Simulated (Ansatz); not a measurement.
For Re (model structure, started from the omega type, P6/mmm, No. 191, 3 atoms in the cell), PBE in Ansatz (plane waves, PAW) gives:

```
Quantity              Result
-------------------  -------
lattice parameter a  4.381 Å
c axis length        2.743 Å
```

**Question.** What does PBE-D3(BJ) (Ansatz, a quantum-chemistry and plane-wave program, plane waves, PAW) give for the same quantities?

**Answer.** 
- lattice constant a: 4.355 Å (falls by 0.6 %)
- lattice parameter c: 2.722 Å (drops by 0.8 %)

Changes are worked out from the printed values.

Unless a cell is named, each level is at its own relaxed cell (PBE 15.20, PBE-D3(BJ) 14.90 Å³/atom).

Levels without +SOC leave out spin–orbit coupling, which shifts energies and cells of such heavy elements.

Ansatz's density-functional and Hartree–Fock values are scalar-relativistic unless marked +SOC, with PAW data made under PBE.

A model structure was made by putting elements into a prototype or built by hand; it is no filed structure, need not be a known phase, and can be a saddle point held by its symmetry.
